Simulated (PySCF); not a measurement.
Identify the unknown among the candidates.

All candidates are C2H3P.

| technique | computed result |
| --- | --- |
| Rotational structure | rotational constants A, B, C: 29.946, 10.580, 8.310 GHz [GFN2-xTB] |
| Dipole | 1.38 D [CAM-B3LYP/def2-SVPD] |
| Triplet | lowest triplet excitation (Tamm–Dancoff): 3.91 eV [TDA CAM-B3LYP/def2-SVPD] |
| UV, strongest line | among the 8 lowest singlet transitions: S8 at 7.50 eV (165 nm, f = 0.167) [TDDFT CAM-B3LYP/def2-SVPD] |
| UV, first state | lowest singlet excitation: 5.25 eV (236 nm, f = 0.005) [TDDFT CAM-B3LYP/def2-SVPD] |
| Polarisability | 45.2 au [CAM-B3LYP/def2-SVPD] |
| NMR, other nuclei | isotropic shieldings of nuclei other than C and H, by class: 601 (1 P) ppm [GIAO PBE0/pcSseg-1] |
| 13C NMR | chemical shifts (computed TMS as zero) by class: 125.0 (2 C) ppm [GIAO PBE0/pcSseg-1] |

Electronic properties: PySCF, gas phase, density fitting. Levels stand in brackets. Isolated species at its GFN2-xTB geometry, gas phase. Each NMR value is the plain mean over a class of atoms that symmetry, rotation or inversion makes alike.

Problem. Which candidate is it?
A. `CC#P`
B. `C#CP`
C. `C1=CP1`

Solution. C. It is `C1=CP1`. Numbering: `[CH:1]1=[CH:2][PH:3]1`. 2 carbons fall into 1 class: alkene CH carbon [C1/C2] (125.0 ppm, 2 C). The other shieldings belong to: 601 ppm, phosphine phosphorus [P3]. The optimised geometry has point group Cs and is an asymmetric top.

The others, at the same levels:
- `CC#P` (1-phosphapropyne) fails: it has 2 carbon classes against 1; its computed 13C shifts are 184.3 (1 C), 17.1 (1 C) ppm, lowest singlet excitation is 4.27 eV (290 nm, f = 0.000) (against 5.25 eV) and lowest triplet excitation (Tamm–Dancoff) is 3.29 eV (against 3.91 eV).
- `C#CP` (ethynylphosphane) fails: it has 2 carbon classes against 1; its computed 13C shifts are 99.1 (1 C), 77.3 (1 C) ppm, lowest singlet excitation is 5.68 eV (218 nm, f = 0.007) (against 5.25 eV) and lowest triplet excitation (Tamm–Dancoff) is 5.03 eV (against 3.91 eV).
